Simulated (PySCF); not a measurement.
From computed data to an observable: chemical shift, span and skew from a shielding tensor

trimethylamine (C3H9N), SMILES CN(C)C. Atoms are numbered in the order given.

```xyz
13

C     -1.1963    -0.6907    -0.0554
N      0.0000     0.0000     0.3454
C      0.0000     1.3814    -0.0554
C      1.1963    -0.6907    -0.0554
H     -1.3179    -0.7609    -1.1622
H     -2.0843    -0.1765     0.3444
H     -1.1950    -1.7168     0.3444
H      0.0000     1.5218    -1.1622
H      0.8893     1.8933     0.3444
H     -0.8893     1.8933     0.3444
H      1.3179    -0.7609    -1.1622
H      2.0843    -0.1765     0.3444
H      1.1950    -1.7168     0.3444
```
Charge 0, spin multiplicity 1.

Geometry: PBE0-D3(BJ)/def2-SVP.

GIAO shieldings from PySCF with HF/pcSseg-1, non-relativistic, no solvent. The symmetric part of the tensor of N2 has the principal values 218.4, 275.3, 275.3 ppm. The same nucleus in NH3 has σ = 267.3 ppm at this level (PySCF, at its B3LYP-D3(BJ)/def2-TZVP geometry).

Problem. Work out the isotropic shielding, the ¹⁵N shift against NH3, the span and the skew.

Solution. 
σ(iso) = (σ11 + σ22 + σ33)/3 = 256.3 ppm. δ = σ(ref) − σ(iso) = 267.3 − (256.3) = 11.0 ppm.
Span Ω = σ33 − σ11 = 56.9 ppm. Skew κ = 3(σ(iso) − σ22)/Ω = -1.00, an axial tensor. Tumbling in solution averages the tensor to δ; in a static solid the shielding alone would spread this spin-1/2 line over Ω.
